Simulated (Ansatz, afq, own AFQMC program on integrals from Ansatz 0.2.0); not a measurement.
# BSiH2 (quartet): AFQMC on the coupled-cluster ladder at distance Si1–B2 = 1.915 Å, cc-pVDZ, part 1 of 2

Aim: compute BSiH2 (quartet) with auxiliary-field quantum Monte Carlo on the same integrals as coupled cluster, and set the energies side by side.

The runs use Ansatz 0.2.0, Gaussian basis, and an in-house AFQMC program (afq) on its integrals; all values are calculated; cc-pVDZ, frozen cores.

Plan: PBE (unrestricted); r2SCAN (unrestricted); PBE0 (unrestricted); B3LYP (unrestricted); wB97M-V (unrestricted); B2PLYP (unrestricted); CCSD(T) on UHF; CCSDT(Q) on UHF; Phaseless AFQMC, CISD trial on UHF; Phaseless AFQMC, single-determinant trial on UHF; Free-projection AFQMC, CISD trial on UHF.

1 further run of the same task is left out (it didn't finish).

### Step 1. The system

The geometry derives from a PBE0/def2-TZVP stationary point (not a proven minimum). One bond is set to the value named and the two fragments are kept rigid.

4 atoms, charge 0, spin multiplicity 4.

Atoms are counted from 1 here; the program's logs count them from 0.

Bond lengths: Si1–B2 1.915 Å, Si1–H3 1.512 Å, B2–H4 1.193 Å. Angles: B2–Si1–H3 126.7°, Si1–B2–H4 134.2°.

### Step 2. PBE (unrestricted)

File in.yaml:

```yaml
crystal:
  periodic: [false, false, false]
  atoms:
    - {symbol: Si, position_ang: [0.000000, -0.047060, 0.551810]}
    - {symbol: B, position_ang: [0.000000, -0.060513, -1.363344]}
    - {symbol: H, position_ang: [0.000000, 1.171072, 1.447364]}
    - {symbol: H, position_ang: [0.000000, 0.789266, -2.200146]}
basis:
  gaussian: {orbitals: cc-pVDZ}
magnetization: {spin_polarized: true, initial_magnetization: 3}
hamiltonian: {xc: {name: PBE}}
output: {orbitals: {seedname: orbitals}}
```

Launch:

```console
ansatz run in.yaml --threads 1 --pin off --events-out ev --progress --plain --max-ram 1382MiB
```

Log:

```text
Functional definition: PBE
  name "PBE"
  cite "Perdew, Burke & Ernzerhof, Phys. Rev. Lett. 77, 3865 (1996) doi:10.1103/PhysRevLett.77.3865"
  parent pbe
  parameter kappa = 0.804
  parameter beta = 0.06672455060314922
  exchange = pbe_x(kappa = kappa, mu = beta*pi^2/3)
  correlation = pbe_c(beta = beta)
508 factors; their error is unknown
mean field evaluation 1: about -8573.5018 eV, gradient 1.7e1 eV
mean field evaluation 2: about -8566.1519 eV, gradient 3.1e1 eV
mean field evaluation 4: about -8576.0885 eV, gradient 1.6e0 eV
mean field evaluation 8: about -8576.0988 eV, gradient 2.9e-2 eV
mean field evaluation 16: about -8576.0988 eV, gradient 1.8e-5 eV
mean field -8576.09879341 eV, -315.1658175692 hartree, gradient 1.8e-5 eV, S^2 3.753339; 0 other end points of the search recorded, 0 dependent functions left out
reference -8576.09882408 eV, -315.1658186964 hartree; 12, 9 occupied and 30, 33 virtual orbitals, 508 factors
Total energy: -8576.09882408 eV, -315.1658186964 hartree
```

Run time: 0.81 s. Hardware: 1 thread of Arm Neoverse V1, shared host.

From the report: ⟨S²⟩ of the determinant 3.753 (pure quartet: 3.75).

### Step 3. r2SCAN (unrestricted)

in.yaml: that of step 2 with these lines changed.

```diff
@@ -10,3 +10,2 @@
 magnetization: {spin_polarized: true, initial_magnetization: 3}
-hamiltonian: {xc: {name: PBE}}
-output: {orbitals: {seedname: orbitals}}
+hamiltonian: {xc: {name: r2SCAN}}
```

Same command.

Log:

```text
Functional definition: r2SCAN
  name "r2SCAN"
  cite "Furness, Kaplan, Ning, Perdew & Sun, J. Phys. Chem. Lett. 11, 8208 (2020) doi:10.1021/acs.jpclett.0c02405"
  cite "Furness, Kaplan, Ning, Perdew & Sun, J. Phys. Chem. Lett. 11, 9248 (2020) doi:10.1021/acs.jpclett.0c03077"
  parent r2scan
  parameter k0 = 0.174
  parameter k1 = 0.065
  parameter a1 = 4.9479
  exchange = r2scan_x(k0 = k0, k1 = k1, a1 = a1)
  correlation = r2scan_c
508 factors; their error is unknown
mean field evaluation 1: about -8578.3476 eV, gradient 1.4e1 eV
mean field evaluation 2: about -8575.4304 eV, gradient 2.2e1 eV
mean field evaluation 4: about -8580.3327 eV, gradient 9.1e-1 eV
mean field evaluation 8: about -8580.3243 eV, gradient 2.0e-2 eV
mean field evaluation 16: about -8580.3243 eV, gradient 1.7e-5 eV
mean field -8580.32432145 eV, -315.3211028605 hartree, gradient 1.7e-5 eV, S^2 3.756976; 0 other end points of the search recorded, 0 dependent functions left out
reference -8580.32433150 eV, -315.3211032299 hartree; 12, 9 occupied and 30, 33 virtual orbitals, 508 factors
Total energy: -8580.32433150 eV, -315.3211032299 hartree
```

It took 2.2 s on 1 thread of Arm Neoverse V1, shared host.

From the report: ⟨S²⟩ of the determinant 3.757 (pure quartet: 3.75).

### Step 4. PBE0 (unrestricted)

in.yaml: that of step 3 with these lines changed.

```diff
@@ -10,2 +10,3 @@
 magnetization: {spin_polarized: true, initial_magnetization: 3}
-hamiltonian: {xc: {name: r2SCAN}}
+hamiltonian: {xc: {name: PBE0}}
+output: {orbitals: {seedname: orbitals}}
```

The command is unchanged.

Log:

```text
Functional definition: PBE0
  name "PBE0"
  cite "Adamo & Barone, J. Chem. Phys. 110, 6158 (1999) doi:10.1063/1.478522"
  cite "Perdew, Burke & Ernzerhof, Phys. Rev. Lett. 77, 3865 (1996) doi:10.1103/PhysRevLett.77.3865"
  parent pbe
  parameter a = 0.25
  parameter kappa = 0.804
  parameter beta = 0.06672455060314922
  exchange = (1 - a)*pbe_x(kappa = kappa, mu = beta*pi^2/3) + a*exact_x
  correlation = pbe_c(beta = beta)
404 factors; integrals over basis functions are off by at most 1.4e-3 eV
mean field evaluation 1: about -8575.7046 eV, gradient 1.2e1 eV
mean field evaluation 2: about -8575.3683 eV, gradient 1.3e1 eV
mean field evaluation 4: about -8577.0477 eV, gradient 4.3e-1 eV
mean field evaluation 8: about -8577.1158 eV, gradient 5.3e-2 eV
mean field evaluation 16: about -8577.1159 eV, gradient 5.1e-5 eV
mean field -8577.11589770 eV, -315.2031954627 hartree, gradient 5.1e-5 eV, S^2 3.754438; 0 other end points of the search recorded, 0 dependent functions left out
reference -8577.11592071 eV, -315.2031963082 hartree; 12, 9 occupied and 30, 33 virtual orbitals, 404 factors
Total energy: -8577.11592071 eV, -315.2031963082 hartree
```

Run time: 1.1 s. Hardware: 1 thread of Arm Neoverse V1, shared host.

From the report: ⟨S²⟩ of the determinant 3.754 (pure quartet: 3.75).

### Step 5. B3LYP (unrestricted)

in.yaml: that of step 4 with these lines changed.

```diff
@@ -10,3 +10,2 @@
 magnetization: {spin_polarized: true, initial_magnetization: 3}
-hamiltonian: {xc: {name: PBE0}}
-output: {orbitals: {seedname: orbitals}}
+hamiltonian: {xc: {name: B3LYP}}
```

The command is unchanged.

Log, shortened:

```text
Functional definition: B3LYP
  name "B3LYP"
  cite "Stephens, Devlin, Chabalowski & Frisch, J. Phys. Chem. 98, 11623 (1994) doi:10.1021/j100096a001"
  cite "Becke, Phys. Rev. A 38, 3098 (1988) doi:10.1103/PhysRevA.38.3098"
  cite "Lee, Yang & Parr, Phys. Rev. B 37, 785 (1988) doi:10.1103/PhysRevB.37.785"
  cite "Vosko, Wilk & Nusair, Can. J. Phys. 58, 1200 (1980) doi:10.1139/p80-159"
[...]
404 factors; integrals over basis functions are off by at most 1.4e-3 eV
[...]
mean field -8582.00250420 eV, -315.3827749393 hartree, gradient 4.2e-5 eV, S^2 3.753345; 0 other end points of the search recorded, 0 dependent functions left out
reference -8582.00270095 eV, -315.3827821697 hartree; 12, 9 occupied and 30, 33 virtual orbitals, 404 factors
Total energy: -8582.00270095 eV, -315.3827821697 hartree
```

It took 1.1 s on 1 thread of Arm Neoverse V1, shared host.

From the report: ⟨S²⟩ of the determinant 3.753 (pure quartet: 3.75).

### Step 6. wB97M-V (unrestricted)

in.yaml: that of step 5 with these lines changed.

```diff
@@ -10,2 +10,3 @@
 magnetization: {spin_polarized: true, initial_magnetization: 3}
-hamiltonian: {xc: {name: B3LYP}}
+hamiltonian: {xc: {name: wB97M-V}}
+output: {orbitals: {seedname: orbitals}}
```

Same command.

Log, shortened:

```text
Functional definition: wB97M-V
  name "wB97M-V"
  cite "Mardirossian & Head-Gordon, J. Chem. Phys. 144, 214110 (2016) doi:10.1063/1.4952647"
  cite "Becke, J. Chem. Phys. 107, 8554 (1997) doi:10.1063/1.475007"
  cite "Vydrov & Van Voorhis, J. Chem. Phys. 133, 244103 (2010) doi:10.1063/1.3521275"
  # Of w^i u^j: cxij and so on, Table III.
[...]
  gx(w, u) = 1 - cx + cx01*u + cx10*w
  gss(w, u) = css00 + css04*u^4 + css10*w + css20*w^2 + css43*w^4*u^3
  gos(w, u) = cos00 + cos10*w + (cos20 + cos21*u)*w^2 + (cos60 + cos61*u)*w^6
[...]
      + integral(e_c_pw_mod_opposite_spin*gos(b97_w_opposite, b97_u_opposite)) + vv10(b, c)
404 factors; integrals over basis functions are off by at most 1.4e-3 eV
149 factors; integrals over basis functions are off by at most 9.9e-6 eV
[...]
mean field -8580.04496533 eV, -315.3108367124 hartree, gradient 4.4e-5 eV, S^2 3.752214; 0 other end points of the search recorded, 0 dependent functions left out
reference -8580.04499754 eV, -315.3108378962 hartree; 12, 9 occupied and 30, 33 virtual orbitals, 404 factors
Total energy: -8580.04499754 eV, -315.3108378962 hartree
```

Wall time 4.9 s (1 thread of Arm Neoverse V1, shared host).

From the report: ⟨S²⟩ of the determinant 3.752 (pure quartet: 3.75).

### Step 7. B2PLYP (unrestricted)

in.yaml: that of step 6 with these lines changed.

```diff
@@ -10,3 +10,3 @@
 magnetization: {spin_polarized: true, initial_magnetization: 3}
-hamiltonian: {xc: {name: wB97M-V}}
-output: {orbitals: {seedname: orbitals}}
+hamiltonian: {xc: {name: B2PLYP}}
+correlation: {electrons: outside_noble_gas}
```

The command is unchanged.

Log, shortened:

```text
Functional definition: B2PLYP
  name "B2PLYP"
  cite "Grimme, J. Chem. Phys. 124, 034108 (2006) doi:10.1063/1.2148954"
  cite "Becke, Phys. Rev. A 38, 3098 (1988) doi:10.1103/PhysRevA.38.3098"
  cite "Lee, Yang & Parr, Phys. Rev. B 37, 785 (1988) doi:10.1103/PhysRevB.37.785"
[...]
404 factors; integrals over basis functions are off by at most 1.4e-3 eV
[...]
mean field -8575.74509192 eV, -315.1528192791 hartree, gradient 1.2e-6 eV, S^2 3.756123; 0 other end points of the search recorded, 0 dependent functions left out
6 core orbitals not correlated: weight in the atoms' cores, before any rotation towards them, 1.000 or more for the frozen orbitals, at most 0.000 for the correlated occupied ones
reference -8575.74521684 eV, -315.1528238700 hartree; 6, 3 occupied and 30, 33 virtual orbitals, 404 factors
second order -4.42402729 eV of doubles, -0.00000000 eV of singles
Total energy: -8576.93970421 eV, -315.1967204712 hartree
```

Run time: 1.3 s. Hardware: 1 thread of Arm Neoverse V1, shared host.

From the report: ⟨S²⟩ of the determinant 3.756 (pure quartet: 3.75).

### Step 8. CCSD(T) on UHF

in.yaml: that of step 7 with these lines changed.

```diff
@@ -10,3 +10,2 @@
 magnetization: {spin_polarized: true, initial_magnetization: 3}
-hamiltonian: {xc: {name: B2PLYP}}
-correlation: {electrons: outside_noble_gas}
+correlation: {method: ccsd_t, electrons: outside_noble_gas, hamiltonian_folder: ham}
```

The command is unchanged.

Log, shortened:

```text
Functional definition: HF
  name "HF"
  cite "Fock, Z. Phys. 61, 126 (1930) doi:10.1007/BF01340294"
  parent pbe
[...]
404 factors; integrals over basis functions are off by at most 1.4e-3 eV
[...]
mean field -8561.83947718 eV, -314.6417973633 hartree, gradient 1.5e-6 eV, S^2 3.761282; 1 other end points of the search recorded, 0 dependent functions left out
determinant -8561.83947718 eV, -314.6417973633 hartree, with singles and doubles -8566.16587430 eV, -314.8007895248 hartree
determinant -8559.71740926 eV, -314.5638128056 hartree, with singles and doubles -8563.96509513 eV, -314.7199123820 hartree
6 core orbitals not correlated: weight in the atoms' cores, before any rotation towards them, 1.000 or more for the frozen orbitals, at most 0.000 for the correlated occupied ones
reference -8561.83947718 eV, -314.6417973633 hartree; 6, 3 occupied and 30, 33 virtual orbitals, 404 factors
second order -3.40521667 eV of doubles, -0.00000000 eV of singles
cycle   1  -4.32642824 eV  change   -3.1e-5 eV  update   9.6e-4
[...]
cycle   7  -4.32664648 eV  change   -6.3e-6 eV  update   4.4e-6
perturbative correction -0.12965758 eV, -0.0047648283 hartree
Total energy: -8566.29578125 eV, -314.8055635170 hartree
```

Wall time 1.2 s (1 thread of Arm Neoverse V1, shared host).

From the report: ⟨S²⟩ of the determinant 3.761 (pure quartet: 3.75); correlation -4.4563 eV; T1 0.025; largest double amplitude 0.03.

This run also writes the integrals to the folder ham.

(Continued in part 2 of 2.)
